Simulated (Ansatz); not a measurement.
Input for Ansatz (an electronic-structure program): U-CCSD(T)/aug-cc-pVTZ on CH2 (SMILES [CH2]), 2S+1 = 3, atoms moved off the minimum.

Ansatz 0.2 input:
```yaml
crystal:
  periodic: [false, false, false]
  atoms:
    - {symbol: C, position_ang: [0.15316055, -0.01748865, -0.11523413]}
    - {symbol: H, position_ang: [-0.95713503, -0.27146637, -0.14103534]}
    - {symbol: H, position_ang: [0.82720216, -0.29067604, -0.00636102]}
basis:
  gaussian:
    orbitals: aug-cc-pVTZ
magnetization: {spin_polarized: true, initial_magnetization: 2}
correlation: {method: ccsd_t, electrons: outside_noble_gas}
scf: {omitted_lower_state_checks: [cluster_reference]}
output: {forces: true}
```

The log:

```
WARN ansatz: RAYON_NUM_THREADS=1 ignored (pool sized by the plan → 1); use --threads N
Functional definition: HF
these checks for a lower state are left out or cut short: cluster_reference
integrals: 0.14 GiB planned
515 factors; integrals over basis functions are off by at most 8.2e-4 eV
mean field: 0.14 GiB planned
mean field evaluation 1: about -1054.0713 eV, gradient 1.3e1 eV
mean field evaluation 2: about -1054.0717 eV, gradient 1.3e1 eV
mean field evaluation 4: about -1054.9628 eV, gradient 1.3e0 eV
mean field evaluation 8: about -1054.9884 eV, gradient 7.1e-4 eV
mean field -1054.98841328 eV, -38.7701090911 hartree, gradient 1.7e-6 eV, S^2 2.019153; 0 other end points of the search recorded, 0 dependent functions left out
1 core orbitals not correlated
reference -1054.98841328 eV, -38.7701090911 hartree; 4, 2 occupied and 87, 89 virtual orbitals, 515 factors
densities: 0.75 GiB planned
second order -3.23482301 eV of doubles, -0.00000000 eV of singles
coupled cluster: 0.47 GiB planned
cycle   1  -3.60849698 eV  change   -3.7e-1 eV  update   3.7e-2
cycle   2  -3.73250966 eV  change   -1.2e-1 eV  update   1.5e-2
cycle   3  -3.74159382 eV  change   -9.1e-3 eV  update   5.3e-3
cycle   4  -3.74183489 eV  change   -2.4e-4 eV  update   1.7e-3
cycle   5  -3.74222067 eV  change   -3.9e-4 eV  update   6.5e-4
cycle   6  -3.74239449 eV  change   -1.7e-4 eV  update   2.3e-4
cycle   7  -3.74241882 eV  change   -2.4e-5 eV  update   7.8e-5
cycle   8  -3.74241336 eV  change    5.5e-6 eV  update   2.4e-5
cycle   9  -3.74241126 eV  change    2.1e-6 eV  update   7.1e-6
cycle  10  -3.74241212 eV  change   -8.6e-7 eV  update   2.5e-6
perturbative correction -0.08863102 eV, -0.0032571298 hartree
the calculation of the forces begins
Total energy: -1058.81945641 eV, -38.9108973295 hartree
Atom 0 at     0.153161    -0.017489    -0.115234 Å, force   -36.584698    13.935411    -5.714660 eV/Å
Atom 1 at    -0.957135    -0.271466    -0.141035 Å, force     2.206020     0.313312     0.092988 eV/Å
Atom 2 at     0.827202    -0.290676    -0.006361 Å, force    34.378679   -14.248723     5.621671 eV/Å
Dipole moment:    -0.037437    -0.100210     0.019118 e Å
Checks for a lower state left out: cluster_reference
```

The calculation finished and met its thresholds.

Cost: around 7 core-seconds (rough).
